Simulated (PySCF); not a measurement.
CH5N, SMILES CN. The structure is a stationary point at B3LYP-D3(BJ)/def2-TZVP.

PySCF 2.14.0 with TDA-PBE0/def2-TZVPD puts the lowest singlet excitations at 5.86, 6.82, 7.47, 8.03, 8.51, 8.80 eV.

### Question
What are the lowest excitation roots from ADC(2)/aug-cc-pVDZ (PySCF)? (An estimate is asked for; the answer gives what the named calculation found.)

### Answer
5.47, 6.51, 6.56, 6.96, 7.70, 7.85 eV. S1 differs by -0.38 eV (second minus first; roots are paired by order, and the bases may differ).
